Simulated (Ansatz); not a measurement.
The input, for Ansatz 0.2.0:

```yaml
crystal:
  periodic: [false, false, false]
  atoms:
    - {symbol: C, position_ang: [0.000000, 0.000000, 0.000000]}
    - {symbol: Li, position_ang: [0.000000, 0.000000, 2.011200]}
basis:
  gaussian: {orbitals: "6-31++G**"}
magnetization: {spin_polarized: true, initial_magnetization: 3}
hamiltonian: {xc: {name: PBE}}
output: {orbitals: {seedname: orbitals}}
```

```sh
$ ansatz run in.yaml --threads 1 --pin off --events-out ev --progress --plain --max-ram 2393MiB
```

Roughly how long does this take on 1 thread of Arm Neoverse V2, shared host, and how much host memory?

0.78 s wall and 0.08 GiB.

```
325 factors; their error is unknown
mean field evaluation 1: about -1230.4279 eV, gradient 2.1e1 eV
mean field evaluation 2: about -1201.5641 eV, gradient 4.6e1 eV
mean field evaluation 4: about -1233.9083 eV, gradient 2.2e0 eV
mean field evaluation 8: about -1233.9209 eV, gradient 4.7e-2 eV
mean field evaluation 16: about -1229.4841 eV, gradient 1.2e1 eV
mean field -1233.92093651 eV, -45.3457580351 hartree, gradient 2.9e-5 eV, S^2 3.751981; 0 other end points of the search recorded, 0 dependent functions left out
reference -1233.92100870 eV, -45.3457606882 hartree; 6, 3 occupied and 32, 35 virtual orbitals, 325 factors
Total energy: -1233.92100870 eV, -45.3457606882 hartree
```
